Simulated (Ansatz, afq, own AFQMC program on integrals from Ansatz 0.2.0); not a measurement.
# Where AFQMC and coupled cluster stand for N$_{2}$H, quartet

```xyz
3

N     0.0000    0.1197    0.6764
N     0.0000   -0.0606   -0.7555
H     0.0000   -0.8208    1.0987
```

Connectivity, by distances: NH–N.

Basis cc-pVDZ. Only valence electrons are correlated. Ansatz 0.2.0 and our own AFQMC program on the same integrals; the CISD trial comes from CCSD amplitudes, and released means the phaseless constraint is let go. Free AFQMC starts from the CCSD state and is never constrained. Its projection time is finite, and what remains of the start isn't in its error. ± is one standard error of the sampling.

Determinant: UHF, the one that the program's search chose, which needn't be the lowest solution. The geometry is a PBE0/def2-TZVP stationary point of this or a neighbouring charge and spin state.

No full CI on the walks' own integrals is used here; CCSDT(Q) serves as the reference and is uncertain by about the last step of the cluster series.

Cautions: another spin lies lower.

```
T1 diagnostic                               : 0.0200
weight of the determinant in the CISD state : 0.905
⟨S²⟩ of the determinant                     : 3.772
size of the correlated space                : 11 electrons in 31 orbitals
```

Reference: CCSDT(Q), correlation energy -7.285 eV. The released energy is read at 1.62 1/Eh, later times being too noisy (meV from the phaseless value at times in 1/Eh: -6 ± 3 at 0.24, -10 ± 3 at 0.51, -13 ± 3 at 0.99, -14 ± 3 at 1.62, 16800 ± 16814 at 2.40).

```csv
level,E − E(reference) (mEh),share of correlation (%)
HF,267.72,0.00
MP2,40.37,84.92
CCSD,7.42,97.23
CCSD(T),1.40,99.48
CCSDT,0.51,99.81
ph-AFQMC/HF,3.18 ± 0.90,98.81
ph-AFQMC/CISD,0.48 ± 0.10,99.82
released AFQMC,-0.03 ± 0.12,100.01
free AFQMC,0.02 ± 0.12,99.99
```

Free projections are given only where their last times agree within the noise and don't stop above the reference; a slow remainder of the start can still hide under it. A walk keeps the symmetry of its determinant, which the program's search chose and which needn't be the lowest solution, so a lower state of the same spin and another symmetry isn't excluded. Released energies are given only where the last usable release times agree within the noise; a slower fall can still hide under it.
